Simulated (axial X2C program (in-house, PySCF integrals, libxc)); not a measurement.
**AlF⁺: from the spin-free to the two-component result**

All values were computed with an axial X2C code built on PySCF integrals. Spin-free means the one-electron spin-free X2C Hamiltonian; two-component (2c) means X2C with spin–orbit coupling and atomic mean-field two-electron Coulomb and Gaunt terms, so the difference of the two also holds small scalar two-electron terms. Basis: Al dyall-v3z [8s8p2d1f], F dyall-av3z [7s6p3d2f] (cores contracted in-house); Gaussian nuclei, density fitting, unrestricted open shells. Masses: Al 26.982 u, F 18.998 u.

Spin-free state: M_S = 1/2, Λ = 0 (beyond evenly filled blocks: σα); fragments Al+ + F.

```csv
level,Re (Å),ωe (cm⁻¹),De (eV),μ (D)
PBE0,1.610,927.3,3.206,-5.36
HF,1.584,1005.8,2.140,-5.56
MP2,1.616,934.3,3.658,n/a
CCSD,1.608,949.2,2.997,n/a
CCSD(T),1.613,934.1,3.145,n/a
B3LYP,1.617,908.9,3.098,-5.41
```

Correlated methods: 9 electrons correlated (number of frozen shells: Al 2 s, 1 p; F 1 s), 169 virtual spin orbitals or spinors in MP2, 90 natural virtuals in coupled cluster.

Dipoles are positive if F is the positive end and refer to the centre of mass.

Two-component determinant lowest at the distance of the search:

Ω = 1/2 (⟨Sz⟩ = 0.50, ⟨Lz⟩ = 0.00 at HF); fragments Al+ + F.

```tsv
level	Re (Å)	ωe (cm⁻¹)	De (eV)	μ (D)
PBE0	1.610	927.4	3.205	-5.36
HF	1.585	1005.9	2.128	-5.56
MP2	1.616	934.4	3.647	n/a
CCSD	1.608	949.3	2.985	n/a
CCSD(T)	1.613	934.1	3.128	n/a
B3LYP	1.618	909.0	3.097	-5.41
```

Question: From the two tables, how do the constants change at the CCSD(T) level (2c against spin-free)?

Answer: At the CCSD(T) level Re is unchanged within 0.001 Å and ωe stays the same within 0.2 cm⁻¹; De changes by -0.017 eV.

One determinant describes the state; a PBE0 search over occupations chose it and may have missed a lower one. Dissociation energies refer to the lowest single-determinant-based atoms at the same level and basis. Density functionals use the spin component along the axis (collinear). CCSD and (T) use frozen natural virtuals with an MP2 correction for the truncation; (T) itself is uncorrected, so its De runs slightly low. In 2c an atomic determinant is not the ground J level, so De misses part of the atomic spin–orbit lowering. This holds for PBE0, B3LYP. The functionals have no current-density term, which raises determinants with orbital currents, atoms included. Some points did not converge and are left out. The stretched end of a curve changes character and is left out.
